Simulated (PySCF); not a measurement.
Gas-phase reaction: 2 AlF₃ ⇌ 2 AlF₂ + F₂

Computed with PySCF and rigid-rotor harmonic-oscillator thermochemistry at 1 bar. Table values come from the NASA 1993 polynomials. After a fit of one offset per element over all species, the range-separated, M06-2X, PBE0/def2-QZVP and CCSD(T)/def2-TZVPP enthalpies, where run, lie to one side of the table for AlF₂ (+60 kJ/mol): a fault of the table's entry, another state or a shared error of the levels is possible; this was not checked at source. † marks an energy on the PBE0/def2-TZVP geometry and frequencies; other levels use their own. 6-31G* has spherical d functions here. Open shells (unrestricted): AlF₂ (multiplicity 2); the rest are closed-shell singlets. B3LYP is the form with VWN-RPA correlation. For this reaction the table lies outside the span of B3LYP, CCSD(T), M06-2X, MP2, PBE0, r2SCAN, ωB97M-V, ωB97X-V in their largest bases here; which side is off was not settled. The harmonic model lacks anharmonicity and excited electronic states, which grow with temperature; levels with a mode under 35 cm⁻¹ are left out. The table's entry may be an old estimate for AlF₃, AlF₂ (not checked at source).

ΔH° and ΔS° at 298 K: table 1030 kJ, 178 J/K; B3LYP/6-31G* 1080 kJ, 178 J/K; B3LYP/def2-TZVP† 1101 kJ, 178 J/K; BLYP/def2-TZVP† 1059 kJ, 178 J/K.

Task: With the heat capacities included, give log10 K at 500, 600, 1000, 1200, 2000 K for each.

Result: 
| T (K) | table | B3LYP/6-31G* | B3LYP/def2-TZVP† | BLYP/def2-TZVP† |
|---|---|---|---|---|
| 500 | -98.3 | -103.5 | -105.8 | -101.3 |
| 600 | -80.4 | -84.7 | -86.6 | -82.9 |
| 1000 | -44.6 | -47.2 | -48.4 | -46.2 |
| 1200 | -35.7 | -37.9 | -38.9 | -37.0 |
| 2000 | -18.0 | -19.3 | -19.9 | -18.8 |
Ten kJ in ΔG° is worth 1.04 decades in K at 500 K and 0.26 at 2000 K. Holding ΔH° and ΔS° at their 298 K values would give -17.6 (table), -18.9 (B3LYP/6-31G*), -19.5 (B3LYP/def2-TZVP†) at 2000 K.
